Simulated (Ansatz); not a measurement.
**C$_{2}$H$_{2}$O, singlet in cc-pVTZ: errors against RCCSDT(Q)**

Geometry: MP2(full)/6-31G*, from the G2/97 set.

```xyz
5

C     0.0000    0.0000   -1.3018
C     0.0000    0.0000    0.0165
H     0.0000    0.9388   -1.8357
H     0.0000   -0.9388   -1.8357
O     0.0000    0.0000    1.1962
```

Basis cc-pVTZ; Ansatz 0.2.0. Correlated methods freeze the noble-gas cores, which leaves 16 electrons in 115 orbitals. R marks a restricted (for open shells ROHF) determinant. Active spaces: valence = (14e, 13o, short of the full valence) chosen from the atoms' valence shells.

Full CI isn't at hand for all of this; RCCSDT(Q) serves as the reference, and is uncertain by about the last step of the cluster series.

```
UHF ⟨S²⟩                          : 0.000
T1 diagnostic (RCCSD)             : 0.0173
largest doubles amplitude (RCCSD) : 0.086
```

```csv
level,E − E(RHF) (eV)
RMP2,-14.7465
RCCSD,-14.9580
RCCSD(T),-15.6888
```

(1) Estimate how far RCCSDT(Q) in cc-pVTZ lies from RCCSD(T). The table doesn't fix it; the size of (T) and the diagnostics are the guide.

(1) RCCSDT(Q) in cc-pVTZ lies 5.3 kJ/mol below RCCSD(T), which is 7 % of the (T) step (-70.5 kJ/mol). The diagnostics are small and the rest is a small part of (T), but (T) is large here. The miss exceeds 1 kcal/mol.

The other levels:

| level | E − E(RCCSDT(Q)) (kJ/mol) | share of correlation (%) | wall time |
| --- | --- | --- | --- |
| CISD | 230.1 | 84.85 | 22 s |
| BCCD(T) | 4.5 | 99.70 | 16 s (H100) |
| RCCSDT | 4.6 | 99.70 | – |
| CASSCF (valence space) | 1015.1 | 33.17 | – |
| NEVPT2 (valence space) | 161.9 | 89.34 | 26 s (H100) |

The correlation energy at RCCSDT(Q), counted from RHF, is -15.743 eV. That run took 45 s on 2 threads of AMD EPYC 7R13 with a shared H100 80 GB, shared host.

Times hold each run's SCF and search for its determinant on a shared host, so for small cases they say little of a method's own cost; rows without a card ran on 1 thread of AMD EPYC 7R13.

Natural occupations of CASSCF (valence space) about the gap: 1.978 1.978 1.974 1.959 1.945 0.062 0.059 0.030 0.020 0.018; effectively unpaired electrons, Σ n²(2−n)², 0.06.

Atomization energy (electronic, same basis, no zero-point term; atoms at the same level, unrestricted beside the R rows where the molecule is a closed shell, with restricted open-shell steps beyond CCSDT(Q)) at RCCSDT(Q): 2162.4 kJ/mol. Errors of other levels:

```tsv
level	error (kJ/mol)
RHF	-621.3
RMP2	74.3
CISD	-199.8
RCCSD	-53.9
RCCSD(T)	-1.8
BCCD(T)	-0.4
RCCSDT	-4.3
```

This basis is far from its limit, so the value isn't to be set against a measured one. Truncated CI isn't size-consistent, which counts against it in atomization.
